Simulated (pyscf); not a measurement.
Optimised with ωB97X-D3(BJ)/def2-SVP in PySCF.

Estimate the classical barrier height and the reaction energy of `[OH2]` + `[OH][Si]([OH])[OH]` [doublet] → `[OH][Si]([OH])([OH])[OH]` + `[H]` [doublet] at ωB97M-D3(BJ)/def2-TZVP. The step runs on the doublet surface, breaks H–O and forms O–Si; take the separated reactants as zero.

ΔE‡ = 61.8 kJ/mol, ΔE = -82.4 kJ/mol. Zero-point energy shifts the barrier by -14.6 kJ/mol. It is a substitution at O, with an imaginary mode of 1699i cm⁻¹. On the reactant side the descent ends in a complex (not fully relaxed), 18.4 kJ/mol under the separated species and 96.3 kJ/mol under the saddle at ωB97X-D3(BJ)/def2-TZVP. At ωB97X-D3(BJ)/def2-TZVP the barrier from the zero used here is 77.9 kJ/mol. One saddle was located; it need not be the lowest between these sides. The angle at the attacked O is 136°.
